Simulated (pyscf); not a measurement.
Single points on ωB97X-D3(BJ)/def2-SVP structures (PySCF, gas phase).

Problem. For HO–Nb(F)(F)(F)–SH + hydrogen fluoride (HF) -> HO–Nb(F)(F)(F)–F + H₂S, a four-centre exchange (singlet surface; Nb–S, F–H broken, F–Nb, H–S formed), PBE/def2-TZVP gives ΔE‡ = -0.23 eV and ΔE = -0.55 eV (zero: the separated reactants). In which direction and how far do r²SCAN/def2-TZVP, B3LYP-D3(BJ)/def2-TZVP, ωB97M-D3(BJ)/def2-TZVP move these?

Solution. r²SCAN: ΔE‡ = -0.29 eV, ΔE = -0.57 eV; B3LYP-D3(BJ): ΔE‡ = -0.13 eV, ΔE = -0.52 eV; ωB97M-D3(BJ): ΔE‡ = -0.13 eV, ΔE = -0.59 eV. PBE's barrier lies among them. Its reaction energy lies among theirs. On the reactant side the descent ends in an adduct with a F–Nb contact, 0.34 eV under the separated species and 0.18 eV under the saddle at ωB97X-D3(BJ)/def2-TZVP. On the product side the descent ends in an adduct with a Nb–S contact (not fully relaxed), 0.65 eV under the separated species and 0.88 eV under the saddle at ωB97X-D3(BJ)/def2-TZVP. At PBE, r²SCAN, B3LYP-D3(BJ), ωB97M-D3(BJ) the saddle lies under the separated reactants, which points to a path from their complex (located at ωB97X-D3(BJ) alone). What is counted as formed (F–Nb) is already present as a longer contact in the reactant adduct; forming that adduct is a step of its own. What is counted as broken (Nb–S) persists as a longer contact in the product adduct; parting that adduct is a step of its own. This is the saddle that the search found; another between the same sides may lie lower. Elements past Kr carry the def2 core potentials, without spin-orbit coupling.
